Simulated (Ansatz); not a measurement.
# BH3Cl (doublet): from Hartree-Fock to the top rungs at distance B1–H4 along a hydrogen transfer = 1.327 Å, cc-pVDZ

Aim: climb from Hartree-Fock through coupled cluster and multireference methods for BH3Cl (doublet) at one geometry and basis, and see what each rung misses.

Method: cc-pVDZ, core rule «outside noble gas», up to 6 orbitals frozen; program: Ansatz 0.2.0, Gaussian basis.

The runs, in order: UHF; CCSD(T) on ROHF; CCSD(T) on UHF; BCCD(T) on ROHF; CISD; CCSDT(Q) on ROHF; CCSDT(Q) on UHF; CASSCF and MRCISD+Q, 3 electrons in 3 orbitals; CASSCF and NEVPT2, 3 electrons in 3 orbitals.

19 further runs of the same task are left out: 9 for a known fault of the program, 1 for a mislabelled method, 5 that didn't finish, 4 set aside as unsound or not needed.

## (1) The system

The geometry derives from fragments relaxed apart (PBE0/def2-TZVP) and kept rigid, so it is no stationary point. A hydrogen atom is moved between rigid fragments.

5 atoms, charge 0, spin multiplicity 2.

Atoms are counted from 1 here; the program's logs count them from 0.

Bond lengths: B1–H2 1.193 Å, B1–H3 1.193 Å, B1–H4 1.327 Å, H4–Cl5 1.527 Å. Angles: H2–B1–H3 120.0°, H2–B1–H4 120.0°, H3–B1–H4 120.0°, B1–H4–Cl5 180.0°.

## (2) UHF

in.yaml

```yaml
crystal:
  periodic: [false, false, false]
  atoms:
    - {symbol: B, position_ang: [-2.055629, 0.000000, 0.000000]}
    - {symbol: H, position_ang: [-2.652362, 1.033571, 0.000000]}
    - {symbol: H, position_ang: [-2.652362, -1.033571, 0.000000]}
    - {symbol: H, position_ang: [-0.728629, 0.000000, 0.000000]}
    - {symbol: Cl, position_ang: [0.798371, 0.000000, 0.000000]}
basis:
  gaussian: {orbitals: cc-pVDZ}
magnetization: {spin_polarized: true, initial_magnetization: 1}
hamiltonian: {xc: hf}
output: {orbitals: {seedname: orbitals}}
```

On the command line:

```
> ansatz run in.yaml --threads 1 --pin off --events-out ev --progress --plain --max-ram 2393MiB
```

The runs that follow: CCSD(T) on ROHF; CCSD(T) on UHF; BCCD(T) on ROHF; CISD; CCSDT(Q) on ROHF; CCSDT(Q) on UHF; CASSCF and MRCISD+Q, 3 electrons in 3 orbitals; CASSCF and NEVPT2, 3 electrons in 3 orbitals.

**Question.** What will the summary of the whole plan be? Wanted: UCCSDT(Q) below the RHF energy; RMP2 from UCCSDT(Q); UMP2 from UCCSDT(Q); RCCSD from UCCSDT(Q); RCCSD(T) from UCCSDT(Q); UCCSD(T) from UCCSDT(Q); RCCSDT(Q) from UCCSDT(Q); NEVPT2 pair from UCCSDT(Q); MRCISD+Q pair from UCCSDT(Q).

**Answer**, as computed:

| quantity | value |
| --- | --- |
| UCCSDT(Q) below the RHF energy | -7.4280 eV |
| RMP2 from UCCSDT(Q) | +1108.8 meV |
| UMP2 from UCCSDT(Q) | +1178.8 meV |
| RCCSD from UCCSDT(Q) | +164.2 meV |
| RCCSD(T) from UCCSDT(Q) | +30.5 meV |
| UCCSD(T) from UCCSDT(Q) | +31.2 meV |
| RCCSDT(Q) from UCCSDT(Q) | +0.3 meV |
| NEVPT2 pair from UCCSDT(Q) | +1136.0 meV |
| MRCISD+Q pair from UCCSDT(Q) | +44.9 meV |
| levels within 1 kcal/mol (43 meV) | RCCSD(T), UCCSD(T), BCCD(T), RCCSDT, UCCSDT, RCCSDT(Q) |
| T1 diagnostic | 0.015 |

In words: RCCSD(T) lands +30.5 meV from the yardstick (0.4 % of the correlation energy). Of the multireference levels listed MRCISD+Q pair comes nearest in total energy (+44.9 meV), which doesn't show that its space is the better one. These misses are within one basis, not against nature; the frozen cores of restricted and unrestricted runs differ, which can shift their rows.
